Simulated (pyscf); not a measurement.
Substitution at C: H₃C–CH₂–SiH₃ + H• → CH₃• + H₃C–SiH₃

Gas phase, doublet surface, charge 0. Bonds broken: C1–C2. Bonds formed: C2–H12. Optimised with ωB97X-D3(BJ)/def2-SVP in PySCF.

Transition state (Å):

```xyz
12

C      0.9335    -0.3493     0.4000
C     -0.6209     0.6860     0.6412
Si    -0.6056     1.7042    -0.9535
H      0.8025    -0.9457    -0.5128
H      0.9983    -0.9787     1.2974
H      1.7861     0.3378     0.3163
H     -0.2597     1.1086     1.5887
H     -1.2623    -0.2000     0.7436
H      0.5612     1.3801    -1.8344
H     -1.8506     1.4236    -1.7235
H     -0.5282     3.1519    -0.6077
H     -1.7637     1.4617     0.7954
```

One imaginary mode, 1378i cm⁻¹; descent along it reached the two sides named.

```json
[
 {"bond": "C1–C2", "change": "breaks", "reactant side (Å)": "1.533", "saddle": "1.883", "product side": "3.6"},
 {"bond": "C2–H12", "change": "forms", "reactant side (Å)": "3.7", "saddle": "1.390", "product side": "1.102"}
]
```

Electronic energies relative to the separated reactants (kJ/mol):

```
level                   barrier  reaction energy  reverse barrier
----------------------  -------  ---------------  ---------------
ωB97X-D3(BJ)/def2-TZVP    142.6            -57.4            200.0
PBE/def2-TZVP             109.4            -58.3            167.7
r²SCAN/def2-TZVP          105.8            -80.2            186.0
B3LYP-D3(BJ)/def2-TZVP    117.7            -75.5            193.2
PBE0-D3(BJ)/def2-TZVP     125.1            -57.3            182.4
M06-2X/def2-TZVP          134.9            -59.6            194.5
ωB97M-D3(BJ)/def2-TZVP    136.8            -63.2            200.0
HF/def2-TZVP              202.7            -89.1            291.8
```

With ωB97M-D3(BJ)/def2-TZVP energies and thermal terms (ideal gas, 1 atm, RRHO with modes under 100 cm⁻¹ raised to 100, one conformer, R ln 2 for chiral ones without a mode under 150 cm⁻¹), in kJ/mol:

```tsv
T (K)	ΔH‡	ΔG‡	ΔH	ΔG
298	136.0	166.4	-60.8	-72.3
600	134.4	198.0	-62.4	-83.6
900	133.3	230.0	-66.1	-93.4
1200	132.2	262.5	-70.5	-101.9
```

The same reactants have a lower exit, to H₃C–CH₂–SiH₂• + H₂ (barrier +19.3 kJ/mol at ωB97M-D3(BJ), against +136.8 kJ/mol here). H₃C–CH₂–SiH₃ lies 53.6 kJ/mol over its isomer H₃C–SiH₂–CH₃ (electronic energy, ωB97M-D3(BJ)). One saddle was located; it need not be the lowest between these sides. The angle at the attacked C is 179°.
